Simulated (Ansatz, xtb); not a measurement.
Two isomers of C4H10P2

Structure a: `[H]/P=P/C(C)(C)C`, a singlet. Structure b: `C/C=P\P(C)C`, a singlet. Both are isolated molecules in the gas phase, relaxed with B3LYP-D3(BJ)/def2-SVP; the shapes shown needn't be the lowest conformers.

a (Å):

```csv
atom,x (Å),y (Å),z (Å)
C,-2.0796,0.0174,-0.2039
C,-0.7018,-0.0283,-0.8831
C,0.2556,0.9712,-0.2151
C,-0.8479,0.3120,-2.3771
P,0.0227,-1.8022,-0.8183
P,0.1758,-2.1514,1.1842
H,-2.7745,-0.7164,-0.6425
H,-2.0062,-0.1896,0.8744
H,-2.5254,1.0196,-0.3299
H,-0.1287,1.9985,-0.3414
H,1.2619,0.9322,-0.6618
H,0.3569,0.7756,0.8631
H,-1.5248,-0.3907,-2.8887
H,-1.2633,1.3273,-2.4946
H,0.1232,0.2826,-2.8965
H,0.7114,-3.4668,0.9870
```

b (Å):

```xyz
16

C     1.6496    0.2666   -2.3579
C     0.5774   -0.6185   -1.8042
C     1.3243   -0.7402    2.6271
C     0.9520    1.6453    1.1163
P     0.2138   -1.0892   -0.2309
P     1.7865   -0.0225    0.9673
H     2.1298   -0.2040   -3.2333
H     1.2203    1.2206   -2.7163
H     2.4260    0.4985   -1.6139
H    -0.1119   -1.0302   -2.5568
H     0.2478   -0.6612    2.8489
H     1.6165   -1.8009    2.6592
H     1.8886   -0.2101    3.4106
H    -0.1047    1.5719    1.4184
H     1.0100    2.1686    0.1504
H     1.4953    2.2459    1.8639
```

Q: Which of the two would you expect CCSD(T)/def2-SVP + ΔMP2/def2-TZVPP electronic energies to favour?

A: Structure a; the calculation gives E(b) − E(a) = +3.4 kcal/mol.

The same difference at several levels:

| level | geometry | E(b) − E(a) (kcal/mol) | departure from the last row (kcal/mol) | job, with rough time for the two |
| --- | --- | --- | --- | --- |
| GFN2-xTB | GFN2-xTB | +13.9 | +10.5 | optimisation, 0.19 s |
| HF/STO-3G | GFN2-xTB | −6.9 | −10.3 | single point, 0.38 s |
| r2SCAN-D4/def2-SVP | GFN2-xTB | +3.2 | −0.1 | single point, 4.1 s |
| B3LYP-D3(BJ)/def2-SVP | B3LYP-D3(BJ)/def2-SVP | +2.8 | −0.6 | optimisation, 44 s |
| HF/def2-SVP | B3LYP-D3(BJ)/def2-SVP | +1.6 | −1.8 | part of the CCSD(T) run |
| MP2/def2-SVP | B3LYP-D3(BJ)/def2-SVP | +9.8 | +6.4 | part of the CCSD(T) run |
| CCSD(T)/def2-SVP | B3LYP-D3(BJ)/def2-SVP | +9.7 | +6.3 | single point |
| CCSD(T)/def2-SVP + ΔMP2/def2-TZVPP | B3LYP-D3(BJ)/def2-SVP | +3.4 |  | single point, 67 s |

As drawn, b has 1 C=P, 1 P–P, 1 C–P, 1 C–H in place of 1 P–H, 1 P=P, 2 C–C.

HF/STO-3G puts the two in the other order. The largest departure from CCSD(T)/def2-SVP + ΔMP2/def2-TZVPP is that of GFN2-xTB, 10.5 kcal/mol. The last row adds to CCSD(T) the change of the MP2 difference between the two basis sets, here −6.3 kcal/mol, a large step that makes the value less sure.

With thermal terms from frequencies at re-optimised GFN2-xTB minima (ideal gas, soft modes damped towards free rotors, one conformer each, 298.15 K, 1 atm): the zero-point term adds −1.1 kcal/mol; ΔH is +2.8 and ΔG +1.3 kcal/mol.

The correlated steps freeze 14 core orbitals. Codes used: Ansatz 0.2.0, xtb 6.7.1; the last row on 4 threads of Arm Neoverse V1 on a shared host.
